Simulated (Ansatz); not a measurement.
Scan of [H···H···CH₂], triplet

All five atoms lie in one plane.

Starting geometry:

```xyz
5

H    -1.9595    0.0000    0.0000
H    -1.2145    0.0000    0.0000
C     0.1685    0.0000    0.0000
H     0.5830    0.0000    0.9962
H     0.5830    0.0000   -0.9962
```

From there H2 is moved from one fragment to the other while all else, the fragments' distance too, stays fixed; atoms are numbered as listed. Energies are in eV, counted from the starting geometry at the same level. Kohn–Sham curves are unrestricted where that lies lower.

Basis 6-31G; Ansatz 0.2.0. Correlated methods freeze the noble-gas cores.

Full CI is exact within this basis and frozen core; it isn't the basis-set limit.

| distance H1-H2 (Å) | PBE |
| --- | --- |
| 0.693 | 0.173 |
| 0.745 | 0.000 |
| 0.787 | -0.092 |
| 0.829 | -0.158 |
| 0.871 | -0.205 |
| 0.912 | -0.238 |
| 0.954 | -0.256 |
| 0.996 | -0.252 |
| 1.038 | -0.216 |

Task: Estimate the full CI curve in 6-31G from this one, knowing how PBE errs.

Result: The computed full CI values, in eV from the starting point, and the error of PBE against them:
```
distance H1-H2 (Å)  full CI  PBE less full CI
             0.693    0.110             0.063
             0.745    0.000             0.000
             0.787   -0.051            -0.041
             0.829   -0.087            -0.071
             0.871   -0.119            -0.086
             0.912   -0.150            -0.089
             0.954   -0.177            -0.079
             0.996   -0.193            -0.059
             1.038   -0.184            -0.032
```

The error spans 0.151 eV and is largest, -0.089 eV, at 0.912 Å.

In so small a basis the reference is far from its limit while semilocal and hybrid functionals are nearer theirs, so the functionals' errors here hold much of the reference's basis and frozen-core error, which can add to them or hide them.
